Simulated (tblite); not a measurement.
Compound: C5H11P.
Structure used (GFN2-xTB), in Å, numbered top down from 1:
```
atom  x, y, z in Å
C1    -1.5375   -0.8978    0.7155
C2    -0.4938   -0.0387    0.0070
C3    -0.9589    1.4148   -0.0801
C4     0.8319   -0.1043    0.7331
C5     2.1076    0.1916    0.0012
P6     1.9530   -1.5675    0.5505
H7    -1.1885   -1.9256    0.7963
H8    -1.7208   -0.5185    1.7185
H9    -2.4769   -0.8906    0.1677
H10   -0.3527   -0.4229   -1.0109
H11   -0.2118    2.0279   -0.5790
H12   -1.8914    1.4813   -0.6357
H13   -1.1230    1.8176    0.9170
H14    0.7821    0.2779    1.7499
H15    2.0489    0.3881   -1.0606
H16    2.8541    0.7882    0.5097
H17    1.3707   -2.0094   -0.6455
```

Level: GFN2-xTB in tblite, geometry and Hessian alike; calculated harmonic values, unscaled, isolated species. Against measured fundamentals such values can be off by several per cent, at times by over 20. Modes of hydrogen on phosphorus can be 10 to 20 % off. One conformer, not necessarily the lowest.

Harmonic wavenumbers (cm⁻¹): 74.7, 163.8, 201.3, 218.3, 275.7, 319.3, 404.6, 465.3, 630.6, 695.9, 747.8, 834.4, 839.8, 922.7, 947.4, 955.9, 976.7, 987.4, 1007.6, 1046.9, 1140.7, 1152.5, 1168.6, 1200.6, 1261.4, 1310.1, 1360.8, 1405.1, 1417.2, 1419.8, 1491.8, 1495.8, 1501.8, 1506.1, 2233.3, 2909.4, 2995.1, 3024.2, 3030.2, 3032.7, 3034.1, 3038.6, 3039.8, 3046.9, 3062.1.

A = 4972, B = 1891, C = 1487 MHz; mass 102.060 u (most abundant isotopes); point group C1, symmetry number 1.

Q: What is the zero-point energy?

A: Half the sum of the wavenumbers: 31997 cm⁻¹ = 382.77 kJ/mol.

Q: Give the ideal-gas entropy at 298.15 K and 1 bar in the rigid-rotor, harmonic-oscillator model (classical rotation).

A: Translation 166.54, rotation 115.20, vibration 73.69: S = 355.4 J/(mol K).

Q: And Cp and H(298.15 K) − H(0)?

A: Cp = 125.98 J/(mol K), of which vibrations give 92.72 (their classical limit is 45 R = 374.2); H(298.15 K) − H(0) = 22.58 kJ/mol without the zero-point energy, 12.66 from vibrations.

Q: Blend soft modes into free rotors: weight 1/[1 + (100 cm⁻¹/ν̃)⁴] for the oscillator and the rest for a rotor with moment μB/(μ + B), μ = h/(8π²ν), B = 10⁻⁴⁴ kg m². What vibrational entropy results?

A: 70.89 J/(mol K) in place of 73.69, which changes −T·S at 298.15 K by +0.83 kJ/mol.

Q: What must be added to the electronic energy to get the Gibbs energy at 298.15 K and 1 bar?

A: ZPE + [H(298.15 K) − H(0)] − T·S = 382.77 + 22.58 − 105.97 = 299.38 kJ/mol.

Q: How do the functions run with temperature in this model?

A: 
```csv
T (K),S (J/(mol K)),Cp (J/(mol K)),H − H(0) (kJ/mol),G − H(0) (kJ/mol),ln q(vib)
100,261.4,60.2,4.38,-21.76,0.65
200,312.7,91.3,11.96,-50.58,2.13
300,356.2,126.7,22.81,-84.05,3.79
500,437.8,196.0,55.36,-163.55,7.39
800,546.4,265.7,125.51,-311.64,13.02
1000,609.2,296.6,181.89,-427.33,16.67
```

q(vib) and H(0) count from the zero-point level.

Hindered rotation and anharmonicity are outside this model. Other conformers, if any are populated, would add a mixing term that is left out. The structure is chiral; the term R ln 2 for an equal mix with its mirror image is left out.
